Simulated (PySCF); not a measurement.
Species: (E)-diazene, N2H2.
SMILES: `[H]/N=N/[H]`

The closed-shell ground state was solved at several levels (PySCF, density fitting, gas phase, non-relativistic). Isolated species at its PBE0-D3(BJ)/def2-SVP geometry, gas phase. The dipole stays under 0.02 D at every level.

| level | basis functions | HOMO (eV) | LUMO (eV) | gap (eV) |
| --- | --- | --- | --- | --- |
| B3LYP/pcJ-1 | 74 | -6.59 | -1.54 | 5.05 |
| CAM-B3LYP/def2-SVPD | 56 | -8.61 | -0.25 | 8.36 |
| PBE0/def2-TZVPD | 92 | -7.10 | -1.53 | 5.57 |
| B3LYP/def2-SVPD | 56 | -6.89 | -1.87 | 5.02 |
| PBE0/def2-SVP | 38 | -6.72 | -1.11 | 5.61 |
| PBE0/pcSseg-2 | 100 | -7.07 | -1.50 | 5.57 |
| LDA/def2-SVPD | 56 | -5.56 | -3.13 | 2.43 |
| PBE0/6-31+G* | 40 | -7.12 | -1.53 | 5.59 |
| LC-wPBE/def2-SVPD | 56 | -9.97 | 1.10 | 11.07 |
| PBE0/def2-SVPD | 56 | -7.08 | -1.53 | 5.55 |

(1) What might PBE/def2-SVPD (56 basis functions) give for the same quantities?

(2) Over all these levels, which gives the widest orbital gap and which the narrowest?

(3) How much does the basis alone move the frontier levels among the 5 PBE0 rows?

(4) In the def2-SVPD basis, how does the gap go with the fixed share of exact exchange?

Answers

(1) HOMO -5.51 eV, LUMO -2.87 eV, gap 2.64 eV.

(2) LC-wPBE/def2-SVPD (range-separated hybrid) has the widest, 11.07 eV, and LDA/def2-SVPD (LDA) the narrowest, 2.43 eV. The two share the basis. From the narrowest to the widest the HOMO moves by -4.41 eV and the LUMO by +4.23 eV.

(3) The HOMO by 0.40 eV and the LUMO by 0.42 eV. By rising basis size (HOMO, LUMO in eV): def2-SVP -6.72, -1.11; 6-31+G* -7.12, -1.53; def2-SVPD -7.08, -1.53; def2-TZVPD -7.10, -1.53; pcSseg-2 -7.07, -1.50.

(4) LDA (0 %) 2.43 eV; PBE (0 %) 2.64 eV; B3LYP (20 %) 5.02 eV; PBE0 (25 %) 5.55 eV. Each rise in the share widens the gap here.
